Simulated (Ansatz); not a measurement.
# SiP+ (singlet): B2PLYP, RKS PBE0 over a scan of the distance Si1–P2, cc-pVDZ

How well do these functionals follow the top wave-function level for SiP+ (singlet) over a scan of the distance Si1–P2?

The runs use Ansatz 0.2.0, Gaussian basis; cc-pVDZ, all electrons in the functionals, frozen cores in the correlation of double hybrids and RPA.

To be run: B2PLYP, RKS PBE0, at 1.770 Å; 1.994 Å; 2.233 Å; 2.399 Å; 2.756 Å; 3.127 Å; 3.656 Å; 4.227 Å; 5.026 Å; 6.172 Å; 7.430 Å.

2 further runs of the same task are left out: 1 for a known fault of the program, 1 that didn't finish. Runs told in other sessions of the task aren't counted.

## (1) The geometry

The geometry derives from a PBE0/def2-TZVP stationary point (not a proven minimum). One bond is set to the value named and the two fragments are kept rigid.

2 atoms, charge 1, spin multiplicity 1.

Atoms are counted from 1 here; the program's logs count them from 0.

Bond lengths: Si1–P2 2.233 Å.

Geometry (Å):

```xyz
2

Si    0.0000    0.0000    0.0000
P     0.0000    0.0000    2.2330
```

No dispersion term is added.

The geometry shown and the zero of energy belong to the point 2.233 Å. The yardstick, FCI, and other wave-function levels (R restricted, U unrestricted, valence and pair active spaces) come from earlier runs.

## (2) B2PLYP, 1.770 Å

in.yaml

```yaml
crystal:
  periodic: [false, false, false]
  atoms:
    - {symbol: Si, position_ang: [0.000000, 0.000000, 0.000000]}
    - {symbol: P, position_ang: [0.000000, 0.000000, 1.770000]}
basis:
  gaussian: {orbitals: cc-pVDZ}
total_charge: 1
magnetization: {spin_polarized: true, initial_magnetization: 0}
hamiltonian: {xc: {name: B2PLYP}}
correlation: {electrons: outside_noble_gas}
```

On the command line:

```bash
$ ansatz run in.yaml --threads 1 --pin off --events-out ev --progress --plain --max-ram 3968MiB --backend cpu
```

Further steps of the session: B2PLYP, 1.994 Å; B2PLYP, 2.233 Å; B2PLYP, 2.399 Å; B2PLYP, 2.756 Å; B2PLYP, 3.127 Å; B2PLYP, 3.656 Å; B2PLYP, 4.227 Å; B2PLYP, 5.026 Å; B2PLYP, 6.172 Å; B2PLYP, 7.430 Å; RKS PBE0, 1.770 Å; RKS PBE0, 1.994 Å; RKS PBE0, 2.233 Å; RKS PBE0, 2.399 Å; RKS PBE0, 2.756 Å; RKS PBE0, 3.127 Å; RKS PBE0, 3.656 Å; RKS PBE0, 4.227 Å; RKS PBE0, 5.026 Å; RKS PBE0, 6.172 Å; RKS PBE0, 7.430 Å.

Before running them: what should the planned runs give, taken together? Wanted: span of the FCI curve; largest miss, RKS PBE0.

**Answer**, as computed:

```
              quantity                     value
 span of the FCI curve             76.1 kcal/mol
largest miss, RKS PBE0  +33.9 kcal/mol (6.172 Å)
```

**Reading.** RKS PBE0 strays by up to 33.9 kcal/mol, at 6.172 Å. Functionals and the yardstick converge differently with the basis, so part of each miss in cc-pVDZ is the basis.
